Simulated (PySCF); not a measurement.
**Relaxation of singlet AlOF**

Computed with PySCF, PBE0, basis Al def2-TZVP, O def2-TZVP, F def2-TZVP (no relativity, density fitting). A (50,194) grid was used.

A hand-made bent start, of Cs symmetry, held to at least that symmetry:

Coordinates in bohr (charge 0 multiplicity 1):
```
Al   -0.2224    0.0000   -1.1069
O    -2.8541    0.0000    0.7358
F     2.7187    0.0000    0.9525
```

At each step, columns x, y, z (Å) and Fx, Fy, Fz (eV/Å):

```
step 0  E − E(last) = 198.96 kJ/mol
Al  -0.118   0.000  -0.586   1.038   0.000   5.514
O   -1.510   0.000   0.389   1.440   0.000  -2.477
F    1.439   0.000   0.504  -2.479   0.000  -3.037
step 1  E − E(last) = 75.90 kJ/mol
Al  -0.073   0.000  -0.389   0.460   0.000   2.930
O   -1.553   0.000   0.300   0.545   0.000  -1.332
F    1.437   0.000   0.396  -1.005   0.000  -1.598
step 2  E − E(last) = 32.26 kJ/mol
Al  -0.037   0.000  -0.193  -3.192   0.000   0.793
O   -1.616   0.000   0.209   1.065   0.000  -0.862
F    1.464   0.000   0.292   2.127   0.000   0.068
step 3  E − E(last) = 14.78 kJ/mol
Al  -0.083   0.000  -0.019   0.252   0.000   0.801
O   -1.713   0.000   0.114   1.656   0.000  -0.344
F    1.606   0.000   0.213  -1.908   0.000  -0.458
step 4  E − E(last) = 12.88 kJ/mol
Al  -0.102   0.000  -0.015   3.822   0.000   0.330
O   -1.634   0.000   0.113  -2.932   0.000   0.007
F    1.547   0.000   0.209  -0.890   0.000  -0.337
step 5  E − E(last) = 2.02 kJ/mol
Al  -0.070   0.000   0.019  -0.395   0.000   0.309
O   -1.667   0.000   0.096   0.252   0.000  -0.169
F    1.548   0.000   0.192   0.143   0.000  -0.139
step 6  E − E(last) = 0.61 kJ/mol
Al  -0.075   0.000   0.069  -0.085   0.000   0.148
O   -1.676   0.000   0.071   0.368   0.000  -0.063
F    1.562   0.000   0.168  -0.283   0.000  -0.085
step 7  E − E(last) = 0.04 kJ/mol
Al  -0.075   0.000   0.097  -0.088   0.000   0.023
O   -1.671   0.000   0.057   0.145   0.000  -0.005
F    1.556   0.000   0.154  -0.057   0.000  -0.018
step 8  E − E(last) = 0.00 kJ/mol
Al  -0.076   0.000   0.102  -0.004   0.000   0.005
O   -1.668   0.000   0.054  -0.002   0.000   0.001
F    1.554   0.000   0.151   0.006   0.000  -0.006
step 9  E − E(last) = 0.00 kJ/mol
Al  -0.076   0.000   0.104   0.000   0.000  -0.001
O   -1.668   0.000   0.054   0.001   0.000   0.004
F    1.554   0.000   0.150  -0.002   0.000  -0.003
```

It ends at C∞v with Al–F 1.631 Å, Al–O 1.593 Å; F–Al–O 180.0°. A frequency run shows a minimum.

The relaxation took 8.1 s on 2 threads of a shared Arm Neoverse V1 host, with 99 basis functions and 10 gradients; the process peaked at 0.53 GiB. Launch command: `OMP_NUM_THREADS=2 python axn.py task.json out`.
